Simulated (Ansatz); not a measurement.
Frontier orbitals of `C=NC(=N)O`.

```xyz
9

C     1.123    1.125    0.234
N     0.184    0.743   -0.524
C    -0.513   -0.429   -0.194
N    -1.468   -0.888   -0.880
O    -0.106   -1.062    0.921
H     1.426    0.593    1.138
H     1.657    2.035   -0.031
H    -1.628   -0.279   -1.677
H    -0.675   -1.837    1.011
```

The species carries charge 0 and has multiplicity 1. The structure was optimised at the PBE0-D4/def2-TZVP level. It is one conformer, not always the lowest. Basis def2-TZVPP, the Gaussian-basis code of Ansatz.

```csv
functional,HOMO (eV),LUMO (eV),gap (eV)
PBE,-6.63,-2.71,3.92
BLYP,-6.54,-2.58,3.96
B97M-V,-7.03,-2.43,4.60
PBE0,-8.07,-1.69,6.38
B3LYP,-7.85,-1.93,5.92
r2SCAN0,-8.24,-1.60,6.64
BHLYP,-9.18,-0.55,8.63
LC-ωPBE,-10.80,0.65,11.45
ωB97M-V,-10.31,0.52,10.83
```

A quarter of exact exchange (PBE0) shifts PBE's HOMO by −1.44 eV and its LUMO by +1.02 eV; full exchange at long range (ωB97M-V) shifts them by −3.68 and +3.23 eV. The gap opens from 3.92 to 10.83 eV, since occupied levels lose self-interaction and empty ones feel all the electrons. A positive LUMO is unbound and depends on the basis.

B3LYP here is the variant with VWN-RPA as its local correlation; programs differ in this. LC-ωPBE has ω = 0.4 bohr⁻¹.
